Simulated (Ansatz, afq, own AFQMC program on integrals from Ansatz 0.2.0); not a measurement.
# GeH2, singlet: AFQMC among the cluster methods

```xyz
3

Ge    0.0000   -0.0303    0.0000
H     0.0000    1.0906   -1.1335
H     0.0000    1.0906    1.1335
```

Basis cc-pVDZ. Only valence electrons are correlated. AFQMC by an in-house program on the Cholesky factors that Ansatz 0.2.0 writes for its CCSD(T) run. The CISD trial takes its coefficients from CCSD amplitudes. Released means that phaseless walkers are propagated on without the constraint, phases kept. Free AFQMC starts from the CCSD state and is never constrained. Its projection time is finite, and what remains of the start isn't in its error. Error bars are statistical, one sigma. No spin–orbit coupling.

Determinant: RHF, the one that the program's search chose, which needn't be the lowest solution. The geometry is a point of a scan.

Full CI on the same integrals is exact in this basis and with this determinant's frozen core.

Cautions: no relativity below Rb; no spin-orbit coupling; inner d shell frozen; restricted determinant unstable towards unrestricted (UHF 27 meV lower, ⟨S²⟩ 0.23).

* T1 diagnostic: 0.0129
* weight of the determinant in the CISD state: 0.917
* size of the correlated space: 6 electrons in 23 orbitals

```tsv
level	correlation energy (eV)
MP2	-2.2778
CCSD	-2.9954
CCSD(T)	-3.0497
```

Task: Estimate where full CI lies against CCSD(T) on the same integrals.

Result: 16.6 meV below CCSD(T).

Reference: full CI, correlation energy -3.066 eV. The released energy is read at 2.40 1/Eh (meV from the phaseless value at times in 1/Eh: -0.2 ± 1.1 at 0.24, -1.0 ± 1.1 at 0.51, -3.0 ± 0.9 at 0.99, -4.0 ± 1.0 at 1.62, -3.6 ± 1.0 at 2.40).

```json
{"level": "CCSD(T)", "E − E(reference) (meV)": "16.6", "share of correlation (%)": "99.46"}
{"level": "CCSDT", "E − E(reference) (meV)": "2.7", "share of correlation (%)": "99.91"}
{"level": "CCSDT(Q)", "E − E(reference) (meV)": "0.5", "share of correlation (%)": "99.98"}
{"level": "CCSDTQ", "E − E(reference) (meV)": "0.0", "share of correlation (%)": "100.00"}
{"level": "ph-AFQMC/HF", "E − E(reference) (meV)": "-27.5 ± 17.5", "share of correlation (%)": "100.90"}
{"level": "ph-AFQMC/CISD", "E − E(reference) (meV)": "3.9 ± 1.6", "share of correlation (%)": "99.87"}
{"level": "released AFQMC", "E − E(reference) (meV)": "0.3 ± 1.0", "share of correlation (%)": "99.99"}
{"level": "free AFQMC", "E − E(reference) (meV)": "-0.2 ± 1.0", "share of correlation (%)": "100.01"}
```

CCSDT and higher add their correlation energy to the determinant of the CCSD(T) run, since their own runs factorise the integrals more tightly (a shift of under 2 meV). Free projections are given only where their last times agree within the noise and don't stop above the reference; a slow remainder of the start can still hide under it. A walk keeps the symmetry of its determinant, which the program's search chose and which needn't be the lowest solution, so a lower state of the same spin and another symmetry isn't excluded. Released energies are given only where the last usable release times agree within the noise; a slower fall can still hide under it.
